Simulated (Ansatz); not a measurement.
```yaml
atoms:
  - { symbol: C, position_ang: [0.0091, 0.0038, -0.5095] }
  - { symbol: O, position_ang: [0.0001, 0.0035, 0.7720] }
  - { symbol: H, position_ang: [0.0000, -1.0232, -1.0745] }
  - { symbol: H, position_ang: [-0.9017, 0.5125, -1.0704] }
  - { symbol: H, position_ang: [0.8917, 0.5055, -1.0658] }
```

RHF on singlet CH3O(-) was run in several spherical basis sets with Ansatz (development build ahead of 0.2.0). Caution: no diffuse functions for an anion.

Question: Rank the basis sets by the total energy that they give, lowest first, with the distance from the lowest.
A. STO-3G
B. cc-pVDZ
C. def2-TZVP

Answer: C (0.00 eV), B (1.51 eV), A (47.57 eV).

Totals follow the description of the cores as much as that of the bonds, so this order isn't one of quality for chemistry.
